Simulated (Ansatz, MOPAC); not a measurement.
Process, species as SMILES: O=S=O [sulfur dioxide] + 3 [H][H] (H2) → 2 O (H2O) + S (H2S)

Quantity: energy of full hydrogenation (enthalpy at 298 K), in kcal/mol. Terms: non-relativistic; LANL2DZ with its own core potentials from Na on; no spin-orbit coupling; no dispersion term unless named; 6-31G* and kin with 6d, 5d where marked; 6-311+G** with 5d, 6d on Na to Ar in Ansatz (a program for electronic structure); frozen cores in correlated levels. First-principles rows: single points at B3LYP-D3(BJ) geometries (Ansatz), with unscaled harmonic terms from B3LYP/6-31G* at its own minima. Semi-empirical rows: MOPAC heats of formation at their own minima for 298 K. The Hartree-Fock reference of O=S=O is unstable towards a lower, spin-broken solution.

Measured values: Active Thermochemical Tables 1.112 (ions: stationary electron), as tabulated in the package chemicals; G2/97 table in ASE (Curtiss et al.); they hold spin-orbit and core effects, anharmonicity. 

Value to compare with, the measured value: -49.5 kcal/mol.

```csv
level,program,energy of full hydrogenation (enthalpy at 298 K) (kcal/mol),error
AM1,MOPAC,-54.7,-5.2
PM6,MOPAC,29.8,79.3
MNDO,MOPAC,-124.7,-75.2
HF/LANL2DZ,Ansatz,-190.6,-141.1
SVWN5/6-31G*,Ansatz,-45.6,3.9
PBE/LANL2DZ,Ansatz,-133.2,-83.7
B3LYP/6-31+G*,Ansatz,-56.7,-7.2
B3LYP/6-311+G**,Ansatz,-74.7,-25.2
MP2/3-21G,Ansatz,-84.8,-35.3
B3LYP/def2-TZVPD,Ansatz,-48.9,0.6
PBE0/def2-TZVPD,Ansatz,-55.1,-5.6
```

Among the 9 habitual levels, HF/LANL2DZ lies farthest from the measured value (-141.1 kcal/mol) and SVWN5/6-31G* nearest (3.9); 2 of 9 lie above it, and their mean absolute error is 50.7 kcal/mol, the median 35.3. One case shows no general order.

The levels are drawn from those run, B3LYP/6-31G* more often than the rest, none by its result; runs whose electronic state is in doubt are left out.
